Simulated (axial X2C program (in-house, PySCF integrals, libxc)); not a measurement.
# SiH²⁺ along the bond: TPSSh, 2c

All values were computed with an in-house all-electron X2C program for linear molecules (integrals from PySCF). Two-component (2c) means X2C with spin–orbit coupling and atomic mean-field two-electron Coulomb and Gaunt terms. Basis: Si dyall-v3z [8s7p2d1f], H dyall-v3z [6s2p1d] (cores contracted in-house); Gaussian nuclei, density fitting, unrestricted open shells. Masses: Si 27.977 u, H 1.008 u.

State: Ω = 1/2 (⟨Sz⟩ = 0.50, ⟨Lz⟩ = 0.00 at TPSSh). Dipoles are positive if H is the positive end and refer to the centre of mass.

Results along the bond:

| R (Å) | μ (D) | HOMO (eV) | LUMO (eV) |
| --- | --- | --- | --- |
| 1.602 | 1.201 | -25.17 | -21.45 |
| 1.675 | 1.417 | -25.01 | -21.24 |
| 1.730 | 1.572 | -24.88 | -21.09 |
| 1.786 | 1.720 | -24.74 | -20.96 |
| 1.841 | 1.857 | -24.59 | -20.84 |
| 1.905 | 2.008 | -24.40 | -20.71 |
| 1.970 | 2.148 | -24.20 | -20.60 |
| 2.053 | 2.315 | -23.92 | -20.46 |
| 2.154 | 2.505 | -23.56 | -20.31 |
| 2.301 | 2.763 | -23.02 | -20.10 |

The state is a single determinant with fixed occupations, the lowest that a limited PBE0 search found. Density functionals use the spin component along the axis (collinear).
